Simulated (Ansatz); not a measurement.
The cluster P₃. Total charge 0; doublet. Geometry PBE0-D4/def2-TZVP, basis def2-TZVP, Ansatz.

```xyz
3

P     0.743    0.846   -0.285
P    -1.029    0.324    0.645
P     0.286   -1.170   -0.360
```

```csv
run,HOMO (eV),LUMO (eV)
A,-5.04,-4.04
B,-4.81,-3.95
C,-6.00,-3.22
D,-4.70,-4.10
E,-5.73,-3.31
F,-7.32,-1.26
```

The structure comes from a short search, and lower isomers may exist.

HOMO and LUMO are taken over both spins.

The runs used B97M-V, PBE, PBE0, r2SCAN, r2SCAN0, ωB97M-V. Estimate which is which.

A r2SCAN (0 % exact exchange); B B97M-V (0 % exact exchange); C r2SCAN0 (25 % exact exchange); D PBE (0 % exact exchange); E PBE0 (25 % exact exchange); F ωB97M-V (range-separated). Exact exchange lowers occupied and raises empty levels; among semilocal functionals meta-GGAs tend to open the gap a little, and such runs are hard to tell apart. The gap grows from 0.60 eV (PBE) to 6.06 eV (ωB97M-V). At r2SCAN0-D4/def2-TZVP the charge 0 doublet is spin-contaminated (final ⟨S²⟩ up to 0.85, 0.75 for a pure state).
